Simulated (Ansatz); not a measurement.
Reaction: CClF3 (SMILES FC(F)(F)Cl) → CF3 (SMILES F[C](F)F, doublet) + Cl (doublet) (the C-Cl bond breaks)
Each species at its own B3LYP-D3(BJ)/def2-TZVP minimum (Ansatz, a first-principles code).

Total energies in hartree (Ansatz). Open shells are spin-unrestricted; no spin-orbit coupling. Correlated methods leave the cores frozen. No relativity.

```tsv
species	HF/cc-pV(T+d)Z	CCSD(T)/cc-pV(T+d)Z	HF/cc-pV(Q+d)Z	CCSD(T)/cc-pV(Q+d)Z	CCSD(T)/cc-pV(D+d)Z	CCSDT(Q)/cc-pV(D+d)Z
1: CClF3 (chloro(trifluoro)methane, SMILES FC(Cl)(F)F)	-795.83392	-796.98203	-795.86455	-797.11253	-796.56644	-796.56890
2: CF3 (SMILES F[C](F)F, doublet)	-336.26346	-337.17295	-336.29109	-337.27925	-336.83424	-336.83638
3: Cl (doublet)	-459.48556	-459.67356	-459.48916	-459.69449	-459.60403	-459.60445
```

Problem. Work out the bond dissociation energy (electronic) in kJ/mol: take Hartree-Fock from cc-pV(Q+d)Z, extrapolate the CCSD(T) correlation energy as X^-3 (X = 3, 4), and add CCSDT(Q) - CCSD(T) in cc-pV(D+d)Z. 1 hartree = 2625.5 kJ/mol.

Solution. 
Species 1: correlation (64·(-1.24798) - 27·(-1.14811))/37 = -1.32086; step -0.00246; E1 = -795.86455 + (-1.32086) + (-0.00246) = -797.18787
Species 2: correlation (64·(-0.98816) - 27·(-0.90949))/37 = -1.04557; step -0.00214; E2 = -336.29109 + (-1.04557) + (-0.00214) = -337.33880
Species 3: correlation (64·(-0.20533) - 27·(-0.18800))/37 = -0.21798; step -0.00042; E3 = -459.48916 + (-0.21798) + (-0.00042) = -459.70756
-1·E1 +1·E2 +1·E3 = 0.14151 hartree = 371.5 kJ/mol.
